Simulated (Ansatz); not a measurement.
**Ruthenium, hcp: convergence with Gaussian smearing**

Computed with Ansatz, LDA, scalar-relativistic PAW, on the relaxed cell (a = 2.678 Å, c = 4.218 Å (c/a = 1.575); spin not included). Errors count from a run at 420 eV on a Γ-centred 22×22×12 mesh with Fermi-Dirac smearing of 0.1 eV, extrapolated to zero width. Fixed here: cutoff 420 eV, mesh 13×13×8. The SCF starts from atomic densities corrected by a trained network.

```json
{"width (eV)": "0.01", "E(σ→0) error (meV/atom)": "1.8", "F error (meV/atom)": "1.8", "P (GPa)": "-0.23", "SCF iterations": "6"}
{"width (eV)": "0.03", "E(σ→0) error (meV/atom)": "1.8", "F error (meV/atom)": "1.6", "P (GPa)": "-0.23", "SCF iterations": "6"}
{"width (eV)": "0.1", "E(σ→0) error (meV/atom)": "1.9", "F error (meV/atom)": "0.2", "P (GPa)": "-0.21", "SCF iterations": "6"}
{"width (eV)": "0.2", "E(σ→0) error (meV/atom)": "2.3", "F error (meV/atom)": "-5.5", "P (GPa)": "-0.10", "SCF iterations": "6"}
{"width (eV)": "0.3", "E(σ→0) error (meV/atom)": "2.4", "F error (meV/atom)": "-15.3", "P (GPa)": "0.08", "SCF iterations": "6"}
{"width (eV)": "0.6", "E(σ→0) error (meV/atom)": "4.3", "F error (meV/atom)": "-69.2", "P (GPa)": "1.14", "SCF iterations": "6"}
{"width (eV)": "1.0", "E(σ→0) error (meV/atom)": "19.1", "F error (meV/atom)": "-207.0", "P (GPa)": "4.17", "SCF iterations": "6"}
```
